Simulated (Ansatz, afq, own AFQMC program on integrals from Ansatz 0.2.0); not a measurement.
# Si₂H₄, triplet: AFQMC among the cluster methods

```xyz
6

Si   -1.5818    0.0000    0.0000
H    -2.0767    1.3997    0.0000
H    -2.0767   -0.6999    1.2122
H    -2.0767   -0.6999   -1.2122
H     0.2272    0.0000    0.0000
Si    1.7972    0.0000    0.0000
```

Connectivity, by distances: SiH3 ··· Si, 1 bridging H.

Basis cc-pVTZ. Noble-gas cores (and the filled d shells of Ga–Kr and In–Xe) are frozen. Ansatz 0.2.0 and our own AFQMC program on the same integrals; the CISD trial comes from CCSD amplitudes, and released means the phaseless constraint is let go. ± is one standard error of the sampling.

Determinant: UHF, the one that the program's search chose, which needn't be the lowest solution. The geometry is a point of a scan.

No full CI on the walks' own integrals is used here. The released AFQMC energy serves as the reference, which it does only where one determinant dominates, the energy is flat over the last release times and near the phaseless one (40 meV or 2 meV an electron, half that with transition metals). On small molecules, where full CI could be run and the noise was under 10 meV, such values lay within 10 meV of it in 19 cases of 20, a flattering rate, since the rule was set on those same cases; what remains of the bias isn't in the error bar.

Cautions: lower spins were not checked; the released value is read at 2.40 1/Eh with a noise of 10 meV, more than in the cases checked (meV from the phaseless value at times in 1/Eh: -9 ± 7 at 0.24, -3 ± 10 at 0.51, -14 ± 6 at 0.99, -14 ± 5 at 1.62, -9 ± 10 at 2.40).

* T1 diagnostic: 0.0227
* weight of the determinant in the CISD state: 0.842
* ⟨S²⟩ of the determinant: 2.033
* size of the correlated space: 12 electrons in 114 orbitals

Q: Estimate: order these by the size of their error in total energy against AFQMC with the constraint released, smallest first.
A. MP2
B. CCSD
C. CCSD(T)
D. phaseless AFQMC with a CISD trial

A: D (0.31 ± 0.42 mEh), C (1.99 ± 0.37 mEh), B (11.47 ± 0.37 mEh), A (57.81 ± 0.37 mEh).

Reference: AFQMC with the constraint released, correlation energy -7.413 ± 0.010 eV.

A walk keeps the symmetry of its determinant, which the program's search chose and which needn't be the lowest solution, so a lower state of the same spin and another symmetry isn't excluded. Released energies are given only where the last usable release times agree within the noise; a slower fall can still hide under it.
